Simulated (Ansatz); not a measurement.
**How far each method lies from UCCSDTQ for PO, quartet**

Geometry: a PBE0/def2-TZVP stationary point for this spin. The doublet lies 2.4 eV lower here.

```xyz
2

O     0.0000    0.0000    0.0000
P     0.0000    0.0000    1.7189
```

Basis cc-pVDZ; Ansatz 0.2.0. Only valence electrons are correlated (noble-gas cores frozen), which leaves 11 electrons in 26 orbitals. R marks a restricted (for open shells ROHF) determinant, U an unrestricted one. Active spaces: valence = (11e, 8o) chosen from the atoms' valence shells.

Full CI isn't at hand for all of this; UCCSDTQ serves as the reference, and is uncertain by about the last step of the cluster series. The frozen core follows each run's orbitals, which can shift R against U totals by a few meV.

For open shells CISD is restricted-active-space CI with the open shells as a complete middle space.

* UHF ⟨S²⟩: 3.791
* T1 diagnostic (RCCSD): 0.0259
* largest doubles amplitude (RCCSD): 0.064
* T1 diagnostic (UCCSD): 0.0229

```csv
level,E − E(UCCSDTQ) (mEh),share of correlation (%),wall time
RHF,256.54,0.00,–
UHF,245.93,4.14,–
RMP2,34.50,86.55,–
UMP2,35.90,86.01,–
CISD,21.95,91.44,3.4 s
RCCSD,7.01,97.27,–
UCCSD,6.90,97.31,–
RCCSD(T),1.45,99.43,1.9 s
UCCSD(T),1.46,99.43,2.4 s
BCCD(T),1.48,99.42,2.1 s
RCCSDT,0.56,99.78,–
UCCSDT,0.53,99.79,–
RCCSDT(Q),0.07,99.97,10 s
UCCSDT(Q),-0.02,100.01,9 s
RCCSDTQ,0.03,99.99,50 s (H100)
CASSCF (valence space),224.01,12.68,–
NEVPT2 (valence space),41.52,83.81,1.1 s
MRCISD (valence space),16.82,93.44,–
MRCISD+Q (valence space),1.07,99.58,2.1 s
MRCISD+Q(relaxed) (valence space),-0.22,100.09,2.4 s
```

The correlation energy at UCCSDTQ, counted from RHF, is -6.981 eV. That run took 79 s on 2 threads of AMD EPYC 7R13 with a shared H100 80 GB, shared host.

Times hold each run's SCF and search for its determinant on a shared host, so for small cases they say little of a method's own cost; rows without a card ran on 1 thread of AMD EPYC 7R13.

Natural occupations of CASSCF (valence space) about the gap: 1.997 1.991 1.963 1.009 1.002 0.999 0.041; effectively unpaired electrons, Σ n²(2−n)², 3.01.
